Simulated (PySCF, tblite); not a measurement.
Isomers of C3H5ClNO (doublet state). Computed values, GFN2-xTB/tblite, gas phase, harmonic and unscaled. Against measured fundamentals such values can be off by several per cent, at times by over 20. One conformer each. Open shells enter through the occupations alone, without spin polarisation, and single modes of such species can be off by tens of per cent.

Electronic energies: B3LYP/pcH-1 single points on the GFN2-xTB geometries (PySCF, gas phase).

```
       SMILES  electronic energy, lowest = 0 (kcal/mol)
NC(=O)C[CH]Cl                                       6.0
NC(=O)[CH]CCl                                       0.0
[NH]C(=O)CCCl                                      30.0
```

Q: How do GFN2-xTB zero-point energies change the relative energies?

A: 
```tsv
SMILES	ZPE (kcal/mol)	of it from modes above 1550 cm⁻¹	electronic (kcal/mol)	with ZPE, lowest = 0 (kcal/mol)	lowest mode (cm⁻¹)	rings
NC(=O)[CH]CCl	47.9	25.3	0.0	0.0	39	0
NC(=O)C[CH]Cl	48.5	25.5	6.0	6.5	44	0
[NH]C(=O)CCCl	49.3	24.2	30.0	31.3	70	0
```

The zero-point energies span 1.4 kcal/mol, from `NC(=O)[CH]CCl` to `[NH]C(=O)CCCl`. The order is unchanged.

Q: And how do the electronic energies of GFN2-xTB itself compare?

A: `NC(=O)[CH]CCl` 0.2; `NC(=O)C[CH]Cl` 0.0; `[NH]C(=O)CCCl` 11.3 kcal/mol, lowest = 0. Against the energies above, taken from the same isomer `NC(=O)[CH]CCl`, the largest difference is 18.9 kcal/mol.

Q: What do entropy and thermal enthalpy add at 298.15 K and 1 bar (rigid rotor, harmonic oscillator, one conformer each)?

A: 
```tsv
SMILES	point group	symmetry number	S (cal/(mol K))	H − H(0) (kcal/mol)	ZPE + H − H(0) − TS (kcal/mol)
NC(=O)[CH]CCl	C1	1	87.4	5.21	27.1
NC(=O)C[CH]Cl	C1	1	85.8	5.07	27.9
[NH]C(=O)CCCl	C1	1	82.0	4.63	29.5
```

S holds R ln(2S + 1) for the spin.
